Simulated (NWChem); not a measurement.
## Lowest excitation of methanethiol (CH₄S)

```
C
H 1 1.0987
H 1 1.0990 2 108.29
H 1 1.0990 2 108.29 3 119.17
S 1 1.8122 2 106.21 3 -120.41
H 5 1.3500 1 97.01 2 180.00
```
Charge 0, spin multiplicity 1.

Program: NWChem. The geometry was optimised at PBE0/def2-SVP, a minimum by its harmonic frequencies.

Basis set: aug-cc-pVDZ.

The correlated methods keep 6 core orbitals frozen. B3LYP has NWChem's definition, with VWN1-RPA local correlation. Coupled-cluster values serve here as a point of comparison, not as the truth.

### Question
Order these methods by the lowest vertical singlet excitation energy they give, lowest first: TD-B3LYP, CIS, EOM-CCSD, TD-PBE.

### Answer
TD-PBE (4.76 eV), TD-B3LYP (5.03 eV), EOM-CCSD (5.43 eV), CIS (5.84 eV)
